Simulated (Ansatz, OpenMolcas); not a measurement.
Worked example: vertical ionisation energy of NOF (nitrosyl fluoride)

NOF has 3 atoms, charge 0, and is taken as a singlet. SMILES: `O=NF`. The coordinates come from a PBE0-D4/def2-TZVP relaxation.

```xyz
3

O     0.8683    0.2430    0.5047
N     0.1489   -0.4825    0.0299
F    -1.0173    0.2396   -0.5346
```

Both states at this one shape; open shells run unrestricted unless said. 1 Eh = 27.2114 eV.

```
                                level     program  singlet NOF (Eh)  doublet NOF+ (Eh)
                            HF/STO-3G      Ansatz       -225.498413        -225.177486
HF/def2-TZVPP, open shells restricted  OpenMolcas       -228.721646        -228.258182
                         B3LYP/STO-3G      Ansatz       -226.471467        -226.105442
                          PBE0/STO-3G      Ansatz       -226.293737        -225.928854
```

Work out the vertical ionisation energy at each level.


1. HF/STO-3G: -225.177486 − (-225.498413) = 0.320927 Eh = 8.73 eV.
2. HF/def2-TZVPP, open shells restricted: -228.258182 − (-228.721646) = 0.463464 Eh = 12.61 eV.
3. B3LYP/STO-3G: -226.105442 − (-226.471467) = 0.366025 Eh = 9.96 eV.
4. PBE0/STO-3G: -225.928854 − (-226.293737) = 0.364883 Eh = 9.93 eV.

No measured value is set beside it here; the levels span 8.73 to 12.61 eV. Minimal sets are far from the basis-set limit. The second state is spin-contaminated at HF/STO-3G (⟨S²⟩ = 1.03).
